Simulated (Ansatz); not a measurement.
Geometry optimisation, RKS PBE0-D4/def2-SVP (Ansatz 0.2.0).

The input (input.yaml):

```yaml
crystal:
  periodic: [false, false, false]
  atoms:
    - { symbol: C, position_ang: [0.03, 0.8977, -0.3263] }
    - { symbol: "N", position_ang: [0.8172, -0.0984, 0.2503] }
    - { symbol: C, position_ang: [1.83536, -0.42019, -0.48213] }
    - { symbol: F, position_ang: [2.04812, 0.12176, -1.56837] }
    - { symbol: H, position_ang: [-0.4062, 0.6282, -1.3322] }
    - { symbol: H, position_ang: [-0.8501, 1.224, 0.3223] }
    - { symbol: H, position_ang: [0.6101, 1.8461, -0.4871] }
    - { symbol: H, position_ang: [2.52073, -1.20966, -0.06091] }
basis:
  gaussian: { orbitals: def2-SVP }
hamiltonian:
  xc: pbe0
  dispersion: d4
relax:
  f_tol: 0.015
  max_steps: 40
```

Launched with:

```bash
$ ansatz run input.yaml --threads 1 --pin off --max-ram 2048MiB --backend cpu --events-out ev --progress --plain --runs-dir out
```

Where does it end, and by what steps?

The run converged. The force dipped under the threshold on the way, but the program's further checks kept it going. After 23 steps the energy has fallen by 0.585 eV; F4 moved furthest, 0.79 Å.

```tsv
step	energy less start (eV)	largest force component (eV/Å)	accepted
0	0.0000	6.926	yes
1	-0.4057	3.016	yes
2	-0.5150	0.677	yes
3	-0.5172	0.632	yes
4	-0.5209	0.684	yes
5	-0.5084	0.984	no
6	-0.5491	0.042	yes
7	-0.5492	0.009	yes
8	-0.5492	0.006	yes
9	-0.5492	0.006	yes
10	-0.5492	0.010	yes
11	-0.5493	0.050	yes
12	-0.5494	0.182	yes
13	-0.5499	0.182	yes
14	-0.5623	0.160	yes
15	-0.5515	0.826	no
16	-0.5690	0.107	yes
17	-0.5763	0.117	yes
18	-0.5766	0.472	yes
19	-0.5843	0.024	yes
20	-0.5850	0.018	yes
21	-0.5851	0.032	yes
22	-0.5848	0.046	no
23	-0.5852	0.004	yes
```

```xyz
8
Properties=species:S:1:pos:R:3
C 0.048 1.054 -0.331
N 1.079 0.241 0.256
C 1.823 -0.476 -0.439
F 1.764 -0.582 -1.775
H -0.025 0.987 -1.429
H -0.922 0.770 0.108
H 0.219 2.104 -0.048
H 2.619 -1.108 -0.028
```

Whether the end is a true minimum wasn't checked by a vibrational analysis.

Time of the run: 59 s on 1 thread of Arm Neoverse V1, with other jobs on the host, peak memory 0.24 GiB.
